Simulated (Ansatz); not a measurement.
Complex (SMILES): Cl (HCl) with S (H2S), atoms 1 to 2 the first; geometry from NCB31 set, monomers rigid:
```xyz
5

Cl    -1.9116     0.0000     0.0035
H     -0.6273    -0.0001    -0.1041
S      1.8425     0.0000    -0.1015
H      1.8228    -0.9618     0.8347
H      1.8219     0.9619     0.8346
```

Basis-set convergence of the counterpoise-corrected interaction energy at HF with Ansatz (a program for electronic structure). Cartesian d functions, on some or all atoms, in 6-311+G**; all else is spherical. No added dispersion term, no relativity. Functions are those of the species that has most. Reference: the value in aug-pcseg-3, -0.87 kcal/mol, itself unsure by roughly 0.01 kcal/mol (its mean distance from aug-cc-pV(Q+d)Z, def2-QZVPPD).

```json
[
 {"basis": "3-21G", "functions": "32", "counterpoise-corrected interaction energy (kcal/mol)": "-0.89"},
 {"basis": "def2-SV(P)", "functions": "42", "counterpoise-corrected interaction energy (kcal/mol)": "-1.27"},
 {"basis": "def2-SVP", "functions": "51", "counterpoise-corrected interaction energy (kcal/mol)": "-1.27"},
 {"basis": "pcseg-1", "functions": "51", "counterpoise-corrected interaction energy (kcal/mol)": "[?]"},
 {"basis": "6-311+G**", "functions": "80", "counterpoise-corrected interaction energy (kcal/mol)": "-0.79"},
 {"basis": "aug-cc-pV(D+d)Z", "functions": "91", "counterpoise-corrected interaction energy (kcal/mol)": "[?]"},
 {"basis": "def2-TZVP", "functions": "92", "counterpoise-corrected interaction energy (kcal/mol)": "-0.92"},
 {"basis": "pcseg-2", "functions": "110", "counterpoise-corrected interaction energy (kcal/mol)": "-0.79"},
 {"basis": "def2-TZVPD", "functions": "119", "counterpoise-corrected interaction energy (kcal/mol)": "-0.89"},
 {"basis": "jun-cc-pV(T+d)Z", "functions": "138", "counterpoise-corrected interaction energy (kcal/mol)": "-0.91"},
 {"basis": "def2-QZVPP", "functions": "230", "counterpoise-corrected interaction energy (kcal/mol)": "-0.88"},
 {"basis": "aug-cc-pV(Q+d)Z", "functions": "316", "counterpoise-corrected interaction energy (kcal/mol)": "-0.89"},
 {"basis": "cc-pV(5+d)Z", "functions": "365", "counterpoise-corrected interaction energy (kcal/mol)": "-0.88"}
]
```

Task: Fill in the missing entries.

Result: 
- pcseg-1, counterpoise-corrected interaction energy (kcal/mol): -0.75
- aug-cc-pV(D+d)Z, counterpoise-corrected interaction energy (kcal/mol): -1.00
